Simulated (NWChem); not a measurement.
All runs are NWChem calculations. System: O2S, charge 1, spin multiplicity 2, at the geometry of a parent with another charge or spin, in a state set for the comparison that need not be this species' ground state. Its SCF solution wasn't tested for a lower state. Level: UMP2/def2-TZVP, 7 core orbitals frozen.

Input file:

```
start mol
memory heap 200 mb stack 900 mb global 1100 mb
charge 1
geometry units angstroms nocenter noautoz
  O      1.250381     0.000000    -0.371341
  S      0.000000     0.000000     0.371341
  O     -1.250381     0.000000    -0.371341
  symmetry group C2v
end
basis spherical
  * library def2-tzvp
end
scf
  uhf
  nopen 1
  maxiter 100
  thresh 1e-7
  semidirect memsize 60000000 filesize 0
  # guess.movecs holds the orbitals of an unrestricted PBE0 run
  vectors input guess.movecs output mol.movecs
end
mp2
  freeze core 7
end
task mp2 energy
```

Output (cleaned and shortened):

```
             Northwest Computational Chemistry Package (NWChem) 7.3.0
             --------------------------------------------------------

                                NWChem Input Module
                                -------------------

 Scaling coordinates for geometry "geometry" by  1.889725989
 (inverse scale =  0.529177249)

 Turning off AUTOSYM since
 SYMMETRY directive was detected!

                             Geometry "geometry" -> ""
                             -------------------------

 Output coordinates in angstroms (scale by  1.889725989 to convert to a.u.)

  No.       Tag          Charge          X              Y              Z
 ---- ---------------- ---------- -------------- -------------- --------------
    1 O                    8.0000     1.25038100     0.00000000    -0.37134100
    2 S                   16.0000     0.00000000     0.00000000     0.37134100
    3 O                    8.0000    -1.25038100     0.00000000    -0.37134100

 Effective nuclear repulsion energy (a.u.)     106.6928283177

            Nuclear Dipole moment (a.u.)
            ----------------------------
        X                 Y               Z
 ---------------- ---------------- ----------------
     0.0000000000     0.0000000000     0.0000000000

      Symmetry information
      --------------------

 Group name             C2v
 Group number             16
 Group order               4
 No. of unique centers     2

      Symmetry unique atoms

     1    2


 Summary of "ao basis" -> "" (spherical)
 ------------------------------------------------------------------------------
       Tag                 Description            Shells   Functions and Types
 ---------------- ------------------------------  ------  ---------------------
 *                         def2-tzvp                  on all atoms

 Summary of "ao basis" -> "ao basis" (spherical)
 ------------------------------------------------------------------------------
       Tag                 Description            Shells   Functions and Types
 ---------------- ------------------------------  ------  ---------------------
 O                         def2-tzvp                11       31   5s3p2d1f
 S                         def2-tzvp                13       37   5s5p2d1f

                                 NWChem SCF Module
                                 -----------------

  ao basis        = "ao basis"
  functions       =    99
  atoms           =     3
  alpha electrons =    16
  beta  electrons =    15
  charge          =   1.00
  wavefunction    = UHF
  use symmetry    = T
  symmetry adapt  = T

 Summary of "ao basis" -> "ao basis" (spherical)
 ------------------------------------------------------------------------------
       Tag                 Description            Shells   Functions and Types
 ---------------- ------------------------------  ------  ---------------------
 O                         def2-tzvp                11       31   5s3p2d1f
 S                         def2-tzvp                13       37   5s5p2d1f

      Symmetry analysis of basis
      --------------------------

        a1         37
        a2         13
        b1         30
        b2         19

 Forming initial guess at       0.1s

   Symmetry analysis of molecular orbitals - initial alpha
   -------------------------------------------------------

  Numbering of irreducible representations:

     1 a1          2 a2          3 b1          4 b2

  Orbital symmetries:

     1 a1          2 b1          3 a1          4 a1          5 b2
[...]
    1 O    8     4.32   0.40  0.59  0.32  0.51  0.13  1.00  1.07  0.28  0.00  0.02  0.00
    2 S   16     7.36   1.00  0.24  0.74  0.58  0.29  2.08  0.85  0.40  0.74  0.09  0.12  0.18  0.04
    3 O    8     4.32   0.40  0.59  0.32  0.51  0.13  1.00  1.07  0.28  0.00  0.02  0.00

   Mulliken analysis of the beta density
   -------------------------------------

    Atom       Charge   Shell Charges
 -----------   ------   -------------------------------------------------------
    1 O    8     3.80   0.40  0.59  0.30  0.50  0.15  0.73  0.83  0.28  0.00  0.02  0.00
    2 S   16     7.39   1.00  0.24  0.74  0.56  0.25  2.08  0.85  0.39  0.82  0.13  0.10  0.18  0.04
    3 O    8     3.80   0.40  0.59  0.30  0.50  0.15  0.73  0.83  0.28  0.00  0.02  0.00

   Mulliken analysis of the spin density
   -------------------------------------

    Atom       Charge   Shell Charges
 -----------   ------   -------------------------------------------------------
    1 O    8     0.52  -0.00 -0.00  0.01  0.01 -0.01  0.27  0.23  0.00 -0.00 -0.00  0.00
    2 S   16    -0.03   0.00  0.00 -0.00  0.02  0.04 -0.00  0.00  0.00 -0.07 -0.04  0.02 -0.01 -0.00
    3 O    8     0.52  -0.00 -0.00  0.01  0.01 -0.01  0.27  0.23  0.00 -0.00 -0.00  0.00

       Multipole analysis of the density wrt the origin
       ------------------------------------------------

     L   x y z        total         alpha         beta         nuclear
     -   - - -        -----         -----         ----         -------
     0   0 0 0      1.000000    -16.000000    -15.000000     32.000000

     1   1 0 0     -0.000000     -0.000000      0.000000      0.000000
     1   0 1 0      0.000000      0.000000      0.000000      0.000000
     1   0 0 1      0.799113      0.622892      0.176220      0.000000

     2   2 0 0    -15.154973    -54.799846    -49.686166     89.331039
     2   1 1 0      0.000000      0.000000      0.000000      0.000000
     2   1 0 1     -0.000000     -0.000000      0.000000      0.000000
     2   0 2 0    -13.515368     -6.808598     -6.706770      0.000000
     2   0 1 1      0.000000      0.000000      0.000000      0.000000
     2   0 0 2    -13.071731    -15.604654    -13.224800     15.757723

                   NWChem MP2 Semi-direct Energy/Gradient Module
                   ---------------------------------------------

  Basis functions       =     99
  Molecular orbitals    =     99
  Frozen core           =      7
  Frozen virtuals       =      0
  Active alpha occupied =      9
  Active beta occupied  =      8
  Active alpha virtual  =     83
  Active beta virtual   =     84
  Use MO symmetry       = T
  Use skeleton AO sym   = T

  AO/Fock/Back tols     =   1.0D-09  1.0D-09  1.0D-09

 GA uses MA = F    GA memory limited = T

 Available:
  local mem=  1.26D+08
 global mem=  1.44D+08
 local disk=  0.00D+00
  mp2_memr nvloc                    83
  nvloc new                    83
   1 passes of   9:        5242880                      57329                  12421220.
   1 passes of   9: M    126149845           G      144159598           F     120906965.

 Semi-direct pass number   1 of   1  for UHF alpha       at        3.1s
  vrange nnbf                  4884
  mp2_eaftype                    47  avail_ma_in_mb                  1099
 EAF : mp2_eaftype filesize          47    6210610.
  mp2_eaf for mointskh                     47
Node 0 wrote     29.2 Mb in      0.0 s     Agg I/O rate:   627.3 Mb/s
 Done moints_semi at        6.9s
  mp2_eaftype                    47  avail_ma_in_mb                  1052
 EAF : mp2_eaftype filesize          47    6210610.
  mp2_eaf for kh                    47
 Done maket at        7.1s
 Done multipass loop at        7.1s

 GA uses MA = F    GA memory limited = T

 Available:
  local mem=  1.26D+08
 global mem=  1.44D+08
 local disk=  0.00D+00
  mp2_memr nvloc                    84
  nvloc new                    84
   1 passes of   8:        5242880                      53580                  11175800.
   1 passes of   8: M    126149845           G      144159598           F     120906965.

 Semi-direct pass number   1 of   1  for UHF beta        at        7.2s
  vrange nnbf                  4884
  mp2_eaftype                    42  avail_ma_in_mb                  1099
 EAF : mp2_eaftype filesize          42    5587900.
  mp2_eaf for mointskh                     42
Node 0 wrote     26.3 Mb in      0.0 s     Agg I/O rate:   666.8 Mb/s
 Done moints_semi at       10.9s
  mp2_eaftype                    42  avail_ma_in_mb                  1057
 EAF : mp2_eaftype filesize          42    5587900.
  mp2_eaf for kh                    42
 Done maket at       11.1s
 Done multipass loop at       11.1s

          -------------------------------------------
          SCF energy                -546.855599264380
          Correlation energy          -0.637771313182
          Singlet pairs                0.000000000000
          Triplet pairs                0.000000000000
          Total MP2 energy          -547.493370577562
          -------------------------------------------

          ---------------------------------------------------
                    Spin Component Scaled (SCS) MP2
          Same spin pairs                     -0.174050827052
          Same spin scaling factor             0.333333333333
          Opposite spin pairs                 -0.463720486130
          Opposite spin scaling fact.          1.200000000000
          SCS-MP2 correlation energy          -0.614481525707
          Total SCS-MP2 energy              -547.470080790087
          ---------------------------------------------------

 -----------------------
 Performance information
 -----------------------

 Timer overhead =  1.36D-07 seconds/call

               Nr. of calls         CPU time (s)                 Wall time (s)                GFlops
             ---------------    -------------------     ------------------------------   -------------------
Name         Min   Avg   Max    Min     Avg     Max     Min     Avg     Max   Mx/calls   Min     Max     Sum
mp2: moin     2     2     2    7.6     7.6     7.6      7.6     7.6     7.6     3.8      0.0     0.0     0.0
mp2: make     2     2     2   0.44    0.44    0.44     0.44    0.44    0.44    0.22      0.0     0.0     0.0
mp2: tota     1     1     1    8.1     8.1     8.1      8.1     8.1     8.1     8.1      0.0     0.0     0.0

 The average no. of pstat calls per process was 5.00D+00
 with a timing overhead of 6.81D-07s

 Task  times  cpu:       11.1s     wall:       11.1s

 Total times  cpu:       11.1s     wall:       11.1s
```
